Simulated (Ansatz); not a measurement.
# CHClFN: the cost of one run

The runs use Ansatz 0.2.0, Gaussian basis; unrestricted cation, the program's frozen cores in correlated methods.

Levels to be run: UKS PBE-D4/def2-TZVPP; UKS r2SCAN-D4/def2-TZVPP; UKS PBE0-D4/def2-TZVPP; UKS B3LYP-D4/def2-TZVPP; UKS wB97X-V/def2-TZVPP; UKS wB97M-V/def2-TZVPP; UKS B2PLYP/def2-TZVPP; UHF-CCSD(T)/def2-TZVPP; UHF-MP2/def2-QZVPP; extrapolation to the limit; then −ε(HOMO) from the neutral's earlier runs with LDA (SPW92), PBE-D4, revPBE-D4, BLYP-D4, r2SCAN-D4, B97M-V, PBE0-D4, B3LYP-D4, r2SCANh-D4, r2SCAN0-D4, HSE06-D4, BHLYP-D4, CAM-B3LYP-D4, LC-ωPBE, ωB97X-V, ωB97M-V.

**1. Structure used throughout**

An earlier PBE0-D4 in a triple-zeta def2 set relaxation fixed the geometry.

5 atoms, charge 0, spin multiplicity 1.

Atoms are counted from 1 here; the program's logs count them from 0.

Bond lengths: N1–C2 1.237 Å, N1–H5 1.013 Å, C2–F3 1.314 Å, C2–Cl4 1.729 Å. Angles: C2–N1–H5 112.7°, N1–C2–F3 121.4°, N1–C2–Cl4 128.7°, F3–C2–Cl4 110.0°.

**2. Cation, UKS PBE-D4/def2-TZVPP**

File in.yaml:

```yaml
crystal:
  periodic: [false, false, false]
  atoms:
    - {symbol: N, position_ang: [0.321103, 0.940468, 0.274413]}
    - {symbol: C, position_ang: [0.137869, -0.274598, 0.128466]}
    - {symbol: F, position_ang: [0.810342, -1.157366, 0.832102]}
    - {symbol: Cl, position_ang: [-0.953469, -1.081683, -0.943190]}
    - {symbol: H, position_ang: [-0.266045, 1.499578, -0.333292]}
basis:
  gaussian: {orbitals: def2-TZVPP}
total_charge: 1
magnetization: {spin_polarized: true, initial_magnetization: 1}
hamiltonian: {xc: pbe, dispersion: d4}
```

On the command line:

```bash
$ ansatz run in.yaml --threads 2 --pin off --events-out ev --progress --plain --max-ram 4352MiB
```

What time and memory should one allow on 2 threads of Arm Neoverse V2, shared host?

About 6 s, with a peak of 0.28 GiB.
